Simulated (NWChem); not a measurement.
# Atomisation of butadiene (C$_{4}$H$_{6}$)

```
C
C 1 1.3431
H 2 1.0928 1 121.65
H 2 1.0950 3 117.01 1 180.00
H 1 1.0972 2 119.26 3 0.00
C 1 1.4588 5 116.27 2 180.00
C 6 1.3431 1 124.48 5 0.00
H 7 1.0928 6 121.65 1 180.00
H 7 1.0950 8 117.01 6 180.00
H 6 1.0972 7 119.26 8 0.00
```
Charge 0, spin multiplicity 1.

The numbers come from NWChem runs, not from measurements. All single points use one geometry, from B3LYP/def2-SVP, a minimum by its harmonic frequencies. It is one conformer; others weren't searched.

Basis set: def2-TZVP. The atomisation energy is electronic alone: no zero-point, thermal, spin-orbit or counterpoise terms. No value is extrapolated to the basis-set limit. Free atoms are single determinants with multiplicities C 3, H 2. Correlated methods freeze the same cores in atoms and molecule, 4 orbitals in all.

```tsv
method	atomisation energy (kcal/mol)	relative cost
HF	759.0	1
LDA (SVWN5)	1149.4	under 3
PBE0	1016.6	under 3
B3LYP	1008.0	under 3
PBE	1033.9	under 3
BHandHLYP	980.9	under 3
TPSS	1017.2	under 3
MP2	990.7	under 3
CAM-B3LYP	1011.1	20
```

The values span 390.4 kcal/mol, from HF (lowest) to LDA (SVWN5) (highest). Relative cost: rough, from shared machines, SCF included, HF = 1. Costs are the molecule's.

B3LYP has NWChem's definition, with VWN1-RPA local correlation. GW and range-separated runs recompute their integrals, the others keep them in memory, which bears on the times. No SCF solution was tested for a lower state. Open-shell Hartree-Fock references start from PBE0 orbitals; any time given for them includes that run.
